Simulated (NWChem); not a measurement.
All runs are NWChem calculations. System: B, charge 0, spin multiplicity 2. Its SCF solution wasn't tested for a lower state. Level: UMP2/def2-TZVPD, 1 core orbitals frozen.

Output (cleaned and shortened):

```
             Northwest Computational Chemistry Package (NWChem) 7.3.0
             --------------------------------------------------------

                                NWChem Input Module
                                -------------------

 Scaling coordinates for geometry "geometry" by  1.889725989
 (inverse scale =  0.529177249)

                             Geometry "geometry" -> ""
                             -------------------------

 Output coordinates in angstroms (scale by  1.889725989 to convert to a.u.)

  No.       Tag          Charge          X              Y              Z
 ---- ---------------- ---------- -------------- -------------- --------------
    1 B                    5.0000     0.00000000     0.00000000     0.00000000

 Effective nuclear repulsion energy (a.u.)       0.0000000000

            Nuclear Dipole moment (a.u.)
            ----------------------------
        X                 Y               Z
 ---------------- ---------------- ----------------
     0.0000000000     0.0000000000     0.0000000000

      Symmetry information
      --------------------

 Group name             D2h
 Group number             26
 Group order               8
 No. of unique centers     1

      Symmetry unique atoms

     1


 Summary of "ao basis" -> "" (spherical)
 ------------------------------------------------------------------------------
       Tag                 Description            Shells   Functions and Types
 ---------------- ------------------------------  ------  ---------------------
 *                         def2-tzvpd                 on all atoms

 Summary of "ao basis" -> "ao basis" (spherical)
 ------------------------------------------------------------------------------
       Tag                 Description            Shells   Functions and Types
 ---------------- ------------------------------  ------  ---------------------
 B                         def2-tzvpd               13       37   6s3p3d1f

                                 NWChem SCF Module
                                 -----------------

  ao basis        = "ao basis"
  functions       =    37
  atoms           =     1
  alpha electrons =     3
  beta  electrons =     2
  charge          =   0.00
  wavefunction    = UHF
  use symmetry    = T
  symmetry adapt  = T

 Summary of "ao basis" -> "ao basis" (spherical)
 ------------------------------------------------------------------------------
       Tag                 Description            Shells   Functions and Types
 ---------------- ------------------------------  ------  ---------------------
 B                         def2-tzvpd               13       37   6s3p3d1f

      Symmetry analysis of basis
      --------------------------

        ag         12
        au          1
        b1g         3
        b1u         5
        b2g         3
        b2u         5
        b3g         3
        b3u         5

 Forming initial guess at       0.1s

   Symmetry analysis of molecular orbitals - initial alpha
   -------------------------------------------------------

  Numbering of irreducible representations:

     1 ag          2 au          3 b1g         4 b1u         5 b2g
     6 b2u         7 b3g         8 b3u

  Orbital symmetries:

     1 ag          2 ag          3 b2u         4 b3u         5 b1u
     6 ag          7 b1g         8 b3g         9 ag         10 b2g
    11 ag         12 b2u        13 b3u

   Symmetry analysis of molecular orbitals - initial beta
   ------------------------------------------------------

  Numbering of irreducible representations:

     1 ag          2 au          3 b1g         4 b1u         5 b2g
     6 b2u         7 b3g         8 b3u

  Orbital symmetries:

     1 ag          2 ag          3 b1u         4 b3u         5 b2u
     6 ag          7 ag          8 b2g         9 b1g        10 b3g
    11 ag         12 b3u        13 b1u

 Starting SCF solution at       0.1s

 ----------------------------------------------
         Quadratically convergent UHF

 Convergence threshold     :          1.000E-07
 Maximum no. of iterations :          100
 Integral*density screening:          1.000E-09
 ----------------------------------------------
[...]
    13      0.729366  1 B  px                 7      0.270406  1 B  px
    10      0.182939  1 B  px

 Vector    4  Occ=0.000000D+00  E= 5.138932D-02  Symmetry=b1u
              MO Center= -7.6D-32, -6.7D-32,  7.5D-16, r^2= 3.7D+00
   Bfn.  Coefficient  Atom+Function         Bfn.  Coefficient  Atom+Function
  ----- ------------  ---------------      ----- ------------  ---------------
    15      0.729366  1 B  pz                 9      0.270406  1 B  pz
    12      0.182939  1 B  pz

 Vector    5  Occ=0.000000D+00  E= 5.892451D-02  Symmetry=ag
              MO Center= -5.1D-31, -2.3D-31,  3.5D-31, r^2= 1.4D+01
   Bfn.  Coefficient  Atom+Function         Bfn.  Coefficient  Atom+Function
  ----- ------------  ---------------      ----- ------------  ---------------
     6     -2.730413  1 B  s                  5      2.545934  1 B  s
     4     -0.558237  1 B  s                  3      0.246184  1 B  s

 center of mass
 --------------
 x =   0.00000000 y =   0.00000000 z =   0.00000000

 moments of inertia (a.u.)
 ------------------
           0.000000000000           0.000000000000           0.000000000000
           0.000000000000           0.000000000000           0.000000000000
           0.000000000000           0.000000000000           0.000000000000

  Mulliken analysis of the total density
  --------------------------------------

    Atom       Charge   Shell Charges
 -----------   ------   -------------------------------------------------------
    1 B    5     5.00   0.92  1.05  0.72  1.02  0.28  0.00  0.37  0.45  0.18  0.00  0.00  0.00  0.00

  Mulliken analysis of the alpha density
  --------------------------------------

    Atom       Charge   Shell Charges
 -----------   ------   -------------------------------------------------------
    1 B    5     3.00   0.46  0.52  0.37  0.52  0.11  0.00  0.37  0.45  0.18  0.00  0.00  0.00  0.00

   Mulliken analysis of the beta density
   -------------------------------------

    Atom       Charge   Shell Charges
 -----------   ------   -------------------------------------------------------
    1 B    5     2.00   0.46  0.53  0.34  0.50  0.16  0.00  0.00  0.00  0.00  0.00  0.00  0.00  0.00

   Mulliken analysis of the spin density
   -------------------------------------

    Atom       Charge   Shell Charges
 -----------   ------   -------------------------------------------------------
    1 B    5     1.00   0.00 -0.00  0.03  0.02 -0.05 -0.00  0.37  0.45  0.18  0.00  0.00  0.00  0.00

       Multipole analysis of the density wrt the origin
       ------------------------------------------------

     L   x y z        total         alpha         beta         nuclear
     -   - - -        -----         -----         ----         -------
     0   0 0 0     -0.000000     -3.000000     -2.000000      5.000000

     1   1 0 0     -0.000000      0.000000     -0.000000      0.000000
     1   0 1 0     -0.000000     -0.000000      0.000000      0.000000
     1   0 0 1      0.000000     -0.000000      0.000000      0.000000

     2   2 0 0     -4.432586     -2.674622     -1.757964      0.000000
     2   1 1 0     -0.000000     -0.000000      0.000000      0.000000
     2   1 0 1     -0.000000     -0.000000      0.000000      0.000000
     2   0 2 0     -6.903436     -5.372140     -1.531296      0.000000
     2   0 1 1     -0.000000     -0.000000      0.000000      0.000000
     2   0 0 2     -4.432586     -2.674622     -1.757964      0.000000

                   NWChem MP2 Semi-direct Energy/Gradient Module
                   ---------------------------------------------

  Basis functions       =     37
  Molecular orbitals    =     37
  Frozen core           =      1
  Frozen virtuals       =      0
  Active alpha occupied =      2
  Active beta occupied  =      1
  Active alpha virtual  =     34
  Active beta virtual   =     35
  Use MO symmetry       = T
  Use skeleton AO sym   = T

  AO/Fock/Back tols     =   1.0D-09  1.0D-09  1.0D-09

 GA uses MA = F    GA memory limited = T

 Available:
  local mem=  1.26D+08
 global mem=  1.44D+08
 local disk=  0.00D+00
  mp2_memr nvloc                    34
  nvloc new                    34
   1 passes of   2:        3145728                       6191                    164931.
   1 passes of   2: M    126154640           G      144176462           F     123008912.

 Semi-direct pass number   1 of   1  for UHF alpha       at        0.3s
  vrange nnbf                   703
  mp2_eaftype                    10  avail_ma_in_mb                  1099
 EAF : mp2_eaftype filesize          10      82465.
  mp2_eaf for mointskh                     10
Node 0 wrote      0.4 Mb in      0.0 s     Agg I/O rate:  1166.0 Mb/s
 Done moints_semi at        0.4s
  mp2_eaftype                    10  avail_ma_in_mb                  1089
 EAF : mp2_eaftype filesize          10      82465.
  mp2_eaf for kh                    10
 Done maket at        0.4s
 Done multipass loop at        0.4s

 GA uses MA = F    GA memory limited = T

 Available:
  local mem=  1.26D+08
 global mem=  1.44D+08
 local disk=  0.00D+00
  mp2_memr nvloc                    35
  nvloc new                    35
   1 passes of   1:        3145728                       4542                     86054.
   1 passes of   1: M    126154640           G      144176462           F     123008912.

 Semi-direct pass number   1 of   1  for UHF beta        at        0.4s
  vrange nnbf                   703
  mp2_eaftype                    10  avail_ma_in_mb                  1099
 EAF : mp2_eaftype filesize          10      43027.
  mp2_eaf for mointskh                     10
Node 0 wrote      0.2 Mb in      0.0 s     Agg I/O rate:  1546.8 Mb/s
 Done moints_semi at        0.6s
  mp2_eaftype                    10  avail_ma_in_mb                  1089
 EAF : mp2_eaftype filesize          10      43027.
  mp2_eaf for kh                    10
 Done maket at        0.6s
 Done multipass loop at        0.6s

          -------------------------------------------
          SCF energy                 -24.532382819647
          Correlation energy          -0.043569657419
          Singlet pairs                0.000000000000
          Triplet pairs                0.000000000000
          Total MP2 energy           -24.575952477066
          -------------------------------------------

          ---------------------------------------------------
                    Spin Component Scaled (SCS) MP2
          Same spin pairs                     -0.003138521089
          Same spin scaling factor             0.333333333333
          Opposite spin pairs                 -0.040431136330
          Opposite spin scaling fact.          1.200000000000
          SCS-MP2 correlation energy          -0.049563537292
          Total SCS-MP2 energy               -24.581946356940
          ---------------------------------------------------

 -----------------------
 Performance information
 -----------------------

 Timer overhead =  1.96D-07 seconds/call

               Nr. of calls         CPU time (s)                 Wall time (s)                GFlops
             ---------------    -------------------     ------------------------------   -------------------
Name         Min   Avg   Max    Min     Avg     Max     Min     Avg     Max   Mx/calls   Min     Max     Sum
mp2: moin     2     2     2   0.28    0.28    0.28     0.28    0.28    0.28    0.14      0.0     0.0     0.0
mp2: make     2     2     2   3.18E-3 3.18E-3 3.18E-3  3.18E-3 3.18E-3 3.18E-3 1.59E-3   0.0     0.0     0.0
mp2: tota     1     1     1   0.35    0.35    0.35     0.35    0.35    0.35    0.35      0.0     0.0     0.0

 The average no. of pstat calls per process was 5.00D+00
 with a timing overhead of 9.82D-07s

 Task  times  cpu:        0.5s     wall:        0.5s

 Total times  cpu:        0.6s     wall:        0.6s
```

Question: Write an NWChem input that would produce this output.

Answer: One answer among several that fit: 
```
start mol
memory heap 200 mb stack 900 mb global 1100 mb
geometry units angstroms nocenter noautoz
  B      0.000000     0.000000     0.000000
  symmetry group D2h
end
basis spherical
  * library def2-tzvpd
end
scf
  uhf
  nopen 1
  maxiter 100
  thresh 1e-7
  semidirect memsize 60000000 filesize 0
  # guess.movecs holds the orbitals of an unrestricted PBE0 run
  vectors input guess.movecs output mol.movecs
end
mp2
  freeze core 1
end
task mp2 energy
```
